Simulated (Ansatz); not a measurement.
Input file for Ansatz (a program for electronic structure): R-CCSD(T)/aug-cc-pV(T+d)Z on phosphine (SMILES P), atoms moved off the minimum. Files ending in .json are basis or fitting sets from the Basis Set Exchange.

Ansatz 0.2 input:
```yaml
crystal:
  periodic: [false, false, false]
  atoms:
    - {symbol: P, position_ang: [-0.00550714, -0.00176924, 0.15515756]}
    - {symbol: H, position_ang: [-0.55013721, 1.04078179, -0.56550847]}
    - {symbol: H, position_ang: [1.12363193, -0.10262570, -0.77583908]}
    - {symbol: H, position_ang: [-0.73936820, -0.97519110, -0.61851339]}
basis:
  gaussian:
    orbitals: aug-cc-pV_T+d_Z.json
magnetization: {spin_polarized: false}
correlation: {method: ccsd_t, electrons: outside_noble_gas}
scf: {lower_state_search: off}
output: {forces: true}
```

Q: Give the final energy of this run.

A: -342.6970 hartree (reference determinant -342.4872, T1 diagnostic 0.014).

Q: How many basis functions does it have, and what does it roughly cost on one machine?

A: 124 functions; very roughly 26 core-seconds.
